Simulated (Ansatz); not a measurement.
Predicting the next basis: MP2 on CS (carbon monosulfide)

The species is CS (2 atoms), meant as a singlet with charge 0. As SMILES, `[C-]#[S+]`. The bond length is the measured one.

MP2 correlation energies, 6 core orbitals frozen (Ansatz 0.2.0):

| basis | X | correlation energy (Eh) |
| --- | --- | --- |
| aug-cc-pVDZ | 2 | -0.253857 |
| aug-cc-pVTZ | 3 | -0.307823 |
| aug-cc-pVQZ | 4 | ? |

Take E(X) = E∞ + A/X³, fix the two constants on the known rows and predict the third.


1. A = (-0.253857 − (-0.307823))/(1/8 − 1/27) = 0.61351 Eh.
2. E∞ = -0.307823 − 0.61351/27 = -0.330546 Eh.
3. X = 4: -0.330546 + 0.61351/64 = -0.320960 Eh.

The run gave -0.327528 Eh, so the prediction is off by +6.6 mEh, 33 % of the last step. The small sets lie short of the range where X⁻³ holds, so the true step is larger than predicted.
